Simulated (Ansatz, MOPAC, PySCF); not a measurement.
Molecule: C3H3, net charge 0, doublet state. SMILES: [C]#CC
Geometry: optimised at B3LYP-D3(BJ)/def2-TZVP (Ansatz, a quantum-chemistry and plane-wave program).

Unscaled harmonic wavenumbers (cm⁻¹) in rising order, each level at the stationary point that it reaches from this structure (no distance between atoms moves by over 0.3 Å); the order of modes can differ between levels, and a negative number is imaginary. B3LYP-D3(BJ)/def2-TZVP (PySCF, at the structure above): 118, 357, 852, 895, 971, 1391, 1449, 1461, 1564, 3018, 3072, 3086.

PM3 (MOPAC): 363, 363, 951, 951, 1064, 1373, 1373, 1374, 2165, 3065, 3065, 3150. Zero-point energy 27.5 against 26.1 kcal/mol; where all levels lie over 400 cm⁻¹, the wavenumbers are on average 1.057 times those of B3LYP-D3(BJ)/def2-TZVP.

HF/3-21G (Ansatz): 310, 310, 911, 1176, 1176, 1583, 1654, 1654, 2061, 3197, 3258, 3258. Zero-point energy 29.4 against 26.1 kcal/mol; where all levels lie over 400 cm⁻¹, the wavenumbers are on average 1.150 times those of B3LYP-D3(BJ)/def2-TZVP.

HF/6-31G* (Ansatz): 306, 307, 954, 1143, 1143, 1562, 1623, 1623, 2092, 3212, 3281, 3281. Zero-point energy 29.3 against 26.1 kcal/mol; where all levels lie over 400 cm⁻¹, the wavenumbers are on average 1.146 times those of B3LYP-D3(BJ)/def2-TZVP.

B3LYP/6-31G* (Ansatz): 122, 350, 879, 903, 988, 1419, 1481, 1493, 1610, 3032, 3092, 3104. Zero-point energy 26.4 against 26.1 kcal/mol; where all levels lie over 400 cm⁻¹, the wavenumbers are on average 1.017 times those of B3LYP-D3(BJ)/def2-TZVP.
